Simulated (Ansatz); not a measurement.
Geometry optimisation, RKS PBE0/def2-SVP in Ansatz.

input.yaml

```yaml
crystal:
  periodic: [false, false, false]
  atoms:
    - { symbol: O, position_ang: [-0.55989, -0.96799, -0.33107] }
    - { symbol: C, position_ang: [0.29764, 0.02385, 0.23299] }
    - { symbol: S, position_ang: [0.23976, 0.03915, 2.01544] }
    - { symbol: H, position_ang: [-1.17407, -0.45524, -0.876] }
    - { symbol: H, position_ang: [-0.00953, 1.00546, -0.16933] }
    - { symbol: H, position_ang: [1.32582, -0.17877, -0.11592] }
total_charge: -1
basis:
  gaussian: { orbitals: def2-SVP }
hamiltonian:
  xc: pbe0
relax:
  f_tol: 0.015
  max_steps: 40
```

Run as:

```bash
$ ansatz run input.yaml --threads 1 --pin off --max-ram 2048MiB --backend cpu --events-out ev --progress --plain --runs-dir out
```

Task: Where does it end, and by what steps?

Result: The run converged. Limits of this set-up: an anion without diffuse functions, the dipole of an ion depends on the origin. After 11 steps the energy has fallen by 0.536 eV; H4 moved furthest, 0.90 Å.

| step | energy less start (eV) | largest force component (eV/Å) | accepted |
| --- | --- | --- | --- |
| 0 | 0.0000 | 1.091 | yes |
| 1 | -0.0476 | 0.405 | yes |
| 2 | -0.0748 | 0.352 | yes |
| 3 | -0.1199 | 1.576 | yes |
| 4 | -0.2939 | 0.678 | yes |
| 5 | -0.4268 | 0.659 | yes |
| 6 | -0.4954 | 0.588 | yes |
| 7 | -0.5199 | 0.492 | yes |
| 8 | -0.5246 | 0.611 | yes |
| 9 | -0.5346 | 0.148 | yes |
| 10 | -0.5356 | 0.018 | yes |
| 11 | -0.5356 | 0.002 | yes |

```xyz
6
Properties=species:S:1:pos:R:3
O -0.567 -0.585 -0.770
C 0.329 0.113 0.103
S -0.184 -0.020 1.820
H -1.190 -0.918 -0.102
H 0.378 1.175 -0.236
H 1.354 -0.298 -0.059
```

Whether the end is a true minimum wasn't checked by a vibrational analysis.

Run time: 13 s on 1 thread of Intel(R) Xeon(R) Platinum 8488C (Sapphire Rapids), with other jobs on the host, peak memory 0.15 GiB.
